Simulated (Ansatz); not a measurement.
This Ansatz (a quantum-chemistry and plane-wave program) input (r2SCAN/pcseg-0) gives -114.09615 Eh with 22 basis functions. A basis named .json is the Basis Set Exchange file of that set (core-valence sets with the plain set on hydrogen).

Ansatz 0.2 input:
```yaml
crystal:
  periodic: [false, false, false]
  atoms:
    - {symbol: O, position_ang: [-0.00091616, -0.01015443, 0.67280603]}
    - {symbol: C, position_ang: [0.00071614, 0.00793741, -0.52591197]}
    - {symbol: H, position_ang: [-0.00265489, 0.95544190, -1.09932737]}
    - {symbol: H, position_ang: [0.00568738, -0.92183092, -1.12764904]}
basis:
  gaussian:
    orbitals: pcseg-0.json
hamiltonian:
  xc: {name: r2SCAN}
magnetization: {spin_polarized: false}
```

Change:
```diff
- orbitals: pcseg-0.json
+ orbitals: cc-pVDZ
```

Task: What does the run give now?

Result: -114.44279 Eh (r2SCAN/cc-pVDZ, 38 functions), a change of -346.64 mEh.
